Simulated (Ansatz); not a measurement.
Reaction (SMILES): [SiH4] (SiH4) -> [SiH3] (SiH3) + H atom (the H-Si bond breaks)

Wanted: bond dissociation energy (electronic), in kcal/mol. Set-up: six Cartesian d functions in 6-31G* and its kin unless marked 5d; non-relativistic; open shells spin-unrestricted; no spin-orbit coupling; dispersion terms only where a functional's name holds one; valence correlation only. CBS(X,Y): correlation extrapolated as X^-3; Hartree-Fock from the larger set. First-principles rows: single points at B3LYP-D3(BJ) geometries (Ansatz, an electronic-structure program).

```json
[
 {"species": "[SiH4] (SiH4)", "coefficient": "-1", "E at B3LYP/6-31G* (Ansatz), Eh": "-291.88365", "E at wB97M-V/def2-TZVPD (Ansatz), Eh": "-291.84546"},
 {"species": "[SiH3] (SiH3)", "coefficient": "+1", "E at B3LYP/6-31G* (Ansatz), Eh": "-291.23223", "E at wB97M-V/def2-TZVPD (Ansatz), Eh": "-291.19666"},
 {"species": "H atom", "coefficient": "+1", "E at B3LYP/6-31G* (Ansatz), Eh": "-0.50027", "E at wB97M-V/def2-TZVPD (Ansatz), Eh": "-0.49411"}
]
```

Coupled cluster (Ansatz) is a level with limits of its own, used here on species with T1 under 0.025 (0.045 for open shells) and stable references: CCSD(T)/CBS(def2-TZVPPD,def2-QZVPPD). Value to compare with, CCSD(T)/CBS(def2-TZVPPD,def2-QZVPPD) (Ansatz): 96.7 kcal/mol. 1 Eh = 627.5095 kcal/mol.

Problem. Compute it at each level from the table, and compare with CCSD(T)/CBS(def2-TZVPPD,def2-QZVPPD) (Ansatz).

Solution. 
- B3LYP/6-31G*: the sum of coefficient times E is 0.15115 Eh, or 94.85 kcal/mol. Result: 94.8 kcal/mol. Its difference against CCSD(T)/CBS(def2-TZVPPD,def2-QZVPPD) (Ansatz) is -1.9 kcal/mol.
- wB97M-V/def2-TZVPD: the sum of coefficient times E is 0.15469 Eh, or 97.07 kcal/mol. Result: 97.1 kcal/mol. Its difference against CCSD(T)/CBS(def2-TZVPPD,def2-QZVPPD) (Ansatz) is 0.4 kcal/mol.
